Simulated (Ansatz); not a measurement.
## Ansatz (development build ahead of 0.2.0) run

```yaml
crystal:
  periodic: [false, false, false]
  atoms:
    - { symbol: B, position_ang: [0.04365, -0.01625, -0.85254] }
    - { symbol: "N", position_ang: [-0.04224, -0.01049, 0.74652] }
    - { symbol: H, position_ang: [0.07032, -1.13215, -1.17652] }
    - { symbol: H, position_ang: [-1.06605, 0.51245, -1.2997] }
    - { symbol: H, position_ang: [0.928, 0.52981, -1.2033] }
    - { symbol: H, position_ang: [0.09516, 0.93924, 1.10899] }
    - { symbol: H, position_ang: [-0.91793, -0.5339, 1.06451] }
    - { symbol: H, position_ang: [0.8304, -0.43322, 1.03064] }
basis:
  gaussian: { orbitals: def2-SVP }
hamiltonian:
  xc: hf
correlation:
  method: mp2
  frozen_orbitals: { B: 1, H: 0, "N": 1 }
```

The input is written out in the form of the current development build from the run's settings.

Output:

```
Converged                       : yes
Reference energy                : -82.53684 hartree
Correlation energy              : -0.30005 hartree
Total energy                    : -82.83689 hartree
Spin squared of the determinant : 0.000
```
